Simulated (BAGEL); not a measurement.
**AlH2O2 (SMILES [OH][Al][OH]): UHF/6-31G(d) (density fitting with qzvpp-jkfit, spherical functions)**

What is the vertical ionisation energy of AlH2O2 at UHF/6-31G* (density fitting with qzvpp-jkfit, spherical functions)? 

The results are computed with BAGEL 1.2.2.

4 further runs of the same task are left out: 3 that didn't finish, 1 set aside as unsound or not needed.

### Step 1. The structure to begin with

The species is AlH2O2 (5 atoms), meant as a doublet with charge 0. As SMILES, `[OH][Al][OH]`. The coordinates come from a PBE0-D4/def2-TZVP relaxation. This is one conformer, not always the lowest.

Bond lengths: O1–Al2 1.696 Å, Al2–O3 1.703 Å, O1–H4 0.958 Å, O3–H5 0.956 Å. Angles: O1–Al2–O3 119.0°, Al2–O1–H4 122.5°, Al2–O3–H5 123.1°.

### Step 2. A single-point energy at UHF/6-31G(d) (density fitting with qzvpp-jkfit, spherical functions)

Contents of hf.json:

```json
{ "bagel": [

{
  "title": "molecule",
  "basis": "6-31gs.json",
  "df_basis": "qzvpp-jkfit",
  "angstrom": "true",
  "geometry": [
    { "atom": "O", "xyz": [   -1.573500,   -0.324600,   -0.237500 ] },
    { "atom": "Al", "xyz": [    0.018500,   -0.825100,    0.065000 ] },
    { "atom": "O", "xyz": [    1.249400,    0.348300,    0.160000 ] },
    { "atom": "H", "xyz": [   -1.809700,    0.595800,   -0.359200 ] },
    { "atom": "H", "xyz": [    2.165100,    0.131800,    0.330400 ] }
  ]
},
{
  "title": "uhf",
  "nopen": 1
},
{
  "title": "print",
  "file": "orbitals.molden",
  "orbitals": "true"
}

]}
```

The basis set 6-31G* is read from a file made from the Basis Set Exchange's data (not shown).

The run is started by

```bash
$ BAGEL_NUM_THREADS=1 BAGEL hf.json > hf.out
```

What it wrote:

```text
* using 1 threads per process

  ===============================================================
  ===============================================================

  *** Geometry ***

  { "atom" : "O", "xyz" : [     -2.973484,     -0.613405,     -0.448810 ] },
  { "atom" : "Al", "xyz" : [      0.034960,     -1.559213,      0.122832 ] },
  { "atom" : "O", "xyz" : [      2.361024,      0.658192,      0.302356 ] },
  { "atom" : "H", "xyz" : [     -3.419837,      1.125899,     -0.678790 ] },
  { "atom" : "H", "xyz" : [      4.091446,      0.249066,      0.624366 ] },

  Number of auxiliary basis functions:      318

  Since a DF basis is specified, we compute 2- and 3-index integrals:
    o Being stored without compression. Storage requirement is 0.006 GB

  Number of basis functions:       50
  Number of electrons      :       31

    * METHOD: MOLECULE                             0.10

  *** Open-shell HF ***

  === Nuclear Repulsion ===
    93.6023705973

      * DIIS with orbital gradients will be used.

  === UHF iteration (6-31gs.json) ===
      0       -392.49466881          0.08324711           0.02
      1       -392.69112434          0.05981375           0.02
      2       -392.78302263          0.03998709           0.02
      3       -392.85440896          0.00160209           0.02
      4       -392.85535634          0.00048696           0.02
      5       -392.85547609          0.00016784           0.02
      6       -392.85548923          0.00007633           0.02
      7       -392.85549244          0.00002420           0.03
      8       -392.85549330          0.00001145           0.03
      9       -392.85549352          0.00000333           0.04
     10       -392.85549354          0.00000099           0.02
     11       -392.85549355          0.00000047           0.02
     12       -392.85549355          0.00000017           0.02
     13       -392.85549355          0.00000006           0.02
     14       -392.85549355          0.00000003           0.02
     15       -392.85549355          0.00000002           0.02
     16       -392.85549355          0.00000001           0.02
    * SCF iteration converged.

    * S^2 (UHF) is 0.7524

    * Permanent dipole moment:
           (   -0.582334,     0.106499,    -0.104342) a.u.

    * METHOD: UHF                                  0.50

    * METHOD: PRINT                                0.00

  ===============================================================
```

It took 0.92 s on 1 thread of Intel Xeon Platinum 8488C (Sapphire Rapids), shared host; peak memory 0.08 GiB.

### Step 3. The singlet cation, same level

Contents of input.json:

```json
{ "bagel" : [

{
  "title" : "molecule",
  "basis" : "6-31gs.json",
  "df_basis" : "qzvpp-jkfit",
  "angstrom" : true,
  "geometry" : [
    { "atom" : "O", "xyz" : [      -1.573500,      -0.324600,      -0.237500 ] },
    { "atom" : "Al", "xyz" : [       0.018500,      -0.825100,       0.065000 ] },
    { "atom" : "O", "xyz" : [       1.249400,       0.348300,       0.160000 ] },
    { "atom" : "H", "xyz" : [      -1.809700,       0.595800,      -0.359200 ] },
    { "atom" : "H", "xyz" : [       2.165100,       0.131800,       0.330400 ] }
  ]
},

{ "title" : "hf", "charge" : 1 },

{ "title" : "print", "file" : "orbitals.molden", "orbitals" : true }

]}
```

The basis set 6-31G* is read from a file made from the Basis Set Exchange's data (not shown).

The run is started by

```bash
$ BAGEL_NUM_THREADS=1 BAGEL input.json > input.out
```

What it wrote:

```text
* using 1 threads per process

  ===============================================================
  ===============================================================

  *** Geometry ***

  { "atom" : "O", "xyz" : [     -2.973484,     -0.613405,     -0.448810 ] },
  { "atom" : "Al", "xyz" : [      0.034960,     -1.559213,      0.122832 ] },
  { "atom" : "O", "xyz" : [      2.361024,      0.658192,      0.302356 ] },
  { "atom" : "H", "xyz" : [     -3.419837,      1.125899,     -0.678790 ] },
  { "atom" : "H", "xyz" : [      4.091446,      0.249066,      0.624366 ] },

  Number of auxiliary basis functions:      318

  Since a DF basis is specified, we compute 2- and 3-index integrals:
    o Being stored without compression. Storage requirement is 0.006 GB

  Number of basis functions:       50
  Number of electrons      :       31

    * METHOD: MOLECULE                             0.08

  *** RHF ***

  === Nuclear Repulsion ===
    93.6023705973

      * DIIS with orbital gradients will be used.

  === RHF iteration (6-31gs.json) ===
      0       -392.26421207          0.03974813           0.01
      1       -392.40497722          0.03001201           0.01
      2       -392.55340968          0.00172049           0.01
      3       -392.55415064          0.00080757           0.01
      4       -392.55428421          0.00021441           0.01
      5       -392.55430433          0.00006709           0.01
      6       -392.55430801          0.00002486           0.01
      7       -392.55430863          0.00000611           0.01
      8       -392.55430865          0.00000226           0.01
      9       -392.55430866          0.00000085           0.01
     10       -392.55430866          0.00000026           0.01
     11       -392.55430866          0.00000012           0.01
     12       -392.55430866          0.00000004           0.01
     13       -392.55430866          0.00000002           0.01
     14       -392.55430866          0.00000001           0.01
    * SCF iteration converged.

    * Permanent dipole moment:
           (   -1.080290,     1.835816,    -0.339521) a.u.

    * METHOD: HF                                   0.24

    * METHOD: PRINT                                0.00

  ===============================================================
```

Wall time 0.58 s (1 thread of Intel Xeon Platinum 8488C (Sapphire Rapids), shared host); peak memory 0.08 GiB.

### Step 4. What came out

At UHF/6-31G* (density fitting with qzvpp-jkfit, spherical functions):

| quantity | value |
| --- | --- |
| doublet AlH2O2: total energy | -392.85549 Eh |
| doublet AlH2O2: dipole moment | 1.53 D |
| doublet AlH2O2: ⟨S²⟩ | 0.752 |
| singlet cation: total energy | -392.55431 Eh |
| singlet cation: HOMO energy | -19.26 eV |
| singlet cation: LUMO energy | -7.69 eV |
| singlet cation: HOMO–LUMO gap | 11.57 eV |
| vertical ionisation energy (to the singlet cation) | 8.196 eV |

What this shows: The vertical ionisation energy comes to 8.20 eV (189 kcal/mol). Only the singlet of the ionised species was computed; a triplet could lie lower.
